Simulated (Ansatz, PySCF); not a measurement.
Species: C$_{3}$H$_{5}$O (charge 0, doublet). It need not be the lowest isomer of its formula. 
Geometry from a B3LYP-D3(BJ)/def2-TZVP (Ansatz, a first-principles code) optimisation:
SMILES: C(C)(=O)[CH2]
```xyz
9

O     -0.3046     0.1976     1.3189
C     -0.0324     0.0695     0.1240
C      0.0638     1.2218    -0.7254
C      0.2080    -1.2952    -0.4880
H      0.1077    -2.0611     0.2771
H     -0.1067     2.1992    -0.2960
H      0.3011     1.1392    -1.7780
H      1.2069    -1.3481    -0.9274
H     -0.5087    -1.4869    -1.2902
```
Charge 0, spin multiplicity 2.

Dipole moments at this geometry, in debye (magnitudes).

| level | program | dipole (D) |
|---|---|---|
| HF/def2-TZVPD | PySCF | 3.02 |
| PBE/def2-TZVPD | Ansatz | 3.02 |
| r2SCAN/def2-TZVPD | Ansatz | 3.08 |
| B97M-V/def2-TZVPD | Ansatz | 3.03 |
| B3LYP/def2-TZVPD | Ansatz | 3.14 |
| PBE0/def2-TZVPD | Ansatz | 3.13 |
| TPSSh/def2-TZVPD | PySCF | 3.07 |
| r2SCANh/def2-TZVPD | Ansatz | 3.10 |
| M06-2X/def2-TZVPD | PySCF | 3.26 |
| HSE06/def2-TZVPD | Ansatz | 3.12 |
| CAM-B3LYP/def2-TZVPD | Ansatz | 3.22 |
| LC-wPBE/def2-TZVPD | Ansatz | 3.24 |
| wB97M-V/def2-TZVPD | Ansatz | 3.18 |
